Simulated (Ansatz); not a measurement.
Compare A (`C=C(N)Cl`) with its isomer B (`C/N=C/Cl`).

Computed with Ansatz on PBE0-D4/def2-TZVP structures; ΔE is electronic, products minus reactants. CCSD(T)/CBS is the MP2 limit (def2-TZVPP, def2-QZVPP) plus CCSD(T) − MP2 in def2-TZVPP, frozen cores. Functionals use def2-TZVPP. B3LYP here is the variant with VWN-RPA as its local correlation; programs differ in this. Each species was taken in one conformer, which may not be the lowest.

Task: Which is lower in electronic energy at CCSD(T)/CBS, and by how much? (Estimate.)

Result: Computed: A, by 4.1 kcal/mol.

Task: Give E(B) − E(A) in kcal/mol with ωB97M-V, B3LYP-D4, B2PLYP, CCSD/def2-TZVPP, CCSD(T)/def2-TZVPP, PBE0-D4, HF/def2-TZVPP. (An estimate is asked.)

Result: Ansatz gave: ωB97M-V 4.2, B3LYP-D4 3.4, B2PLYP 3.0, CCSD/def2-TZVPP 2.9, CCSD(T)/def2-TZVPP 2.8, PBE0-D4 4.5, HF/def2-TZVPP 2.1. None reverses the order clearly.

Task: Does the order hold for the free energy at 298.15 K (harmonic terms from PBE0-D4)? (Best estimate.)

Result: Computed: Yes: G(B) − G(A) = +3.7 kcal/mol, for one conformer each.

Largest T1 diagnostic: 0.011.

From BLYP to BHLYP (50 % exact exchange), in def2-TZVPP and without D4, E(B) − E(A) moves by +1.9 kcal/mol. At CCSD(T), def2-SVP lies −3.8 kcal/mol from the extrapolated value and def2-TZVPP −1.4 kcal/mol.
